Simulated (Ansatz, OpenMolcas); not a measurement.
# A ladder of methods for SiHCl2 (SMILES Cl[SiH]Cl)

The species is SiHCl2 (4 atoms), meant as a doublet with charge 0. As SMILES, `Cl[SiH]Cl`. The coordinates come from a PBE0-D4/def2-TZVP relaxation.

```xyz
4

Cl   -1.6466    0.1778    0.8894
Si    0.1876   -0.4142    0.2000
Cl    0.2509   -0.2813   -1.8417
H     1.2082    0.5177    0.7524
```

Each level gives the energy change with the Si2–Cl3 bond stretched from 2.047 to 3.070 Å (eV). The values are calculated.

```json
{"level": "UHF/STO-3G", "kind": "Hartree–Fock", "program": "OpenMolcas", "value (eV)": "2.83", "less FCI/STO-3G": "+0.07", "CPU time (all runs)": "4.3 s"}
{"level": "UBLYP/STO-3G", "kind": "GGA", "program": "Ansatz", "value (eV)": "2.20", "less FCI/STO-3G": "-0.56", "CPU time (all runs)": "5 s"}
{"level": "UPBE/STO-3G", "kind": "GGA", "program": "OpenMolcas", "value (eV)": "2.46", "less FCI/STO-3G": "-0.30", "CPU time (all runs)": "12 s"}
{"level": "UB3LYP/STO-3G", "kind": "global hybrid", "program": "OpenMolcas", "value (eV)": "2.52", "less FCI/STO-3G": "-0.24", "CPU time (all runs)": "13 s"}
{"level": "UCAM-B3LYP/STO-3G", "kind": "range-separated hybrid", "program": "Ansatz", "value (eV)": "2.81", "less FCI/STO-3G": "+0.05", "CPU time (all runs)": "6.1 s"}
{"level": "UB2PLYP/STO-3G", "kind": "double hybrid", "program": "Ansatz", "value (eV)": "2.75", "less FCI/STO-3G": "-0.01", "CPU time (all runs)": "6.5 s"}
{"level": "UCCSD(T)/STO-3G", "kind": "coupled cluster or CI", "program": "Ansatz", "value (eV)": "2.78", "less FCI/STO-3G": "+0.02", "CPU time (all runs)": "1.1 s"}
{"level": "UCCSDT/STO-3G", "kind": "coupled cluster or CI", "program": "Ansatz", "value (eV)": "2.76", "less FCI/STO-3G": "0.00", "CPU time (all runs)": "2 s"}
{"level": "FCI/STO-3G", "kind": "exact in the basis", "program": "Ansatz", "value (eV)": "2.76", "less FCI/STO-3G": "0.00", "CPU time (all runs)": "3.7 s"}
```

FCI/STO-3G is exact within its basis and frozen core, so for wave-function methods in that basis the difference is their error; functionals converge differently with the basis, so for them it is only a difference. The first shape isn't each level's own minimum. The values span 2.20 to 2.83 eV. Spin contamination of the reference (⟨S²⟩ at least 0.1 too high) touches UHF/STO-3G, UB2PLYP/STO-3G, UCCSD(T)/STO-3G, UCCSDT/STO-3G. All rows use very small basis sets, so none should be taken for the real molecule's value. Times are those of the runs behind each value, whatever else they computed, on shared processors of several kinds: orders of magnitude only.
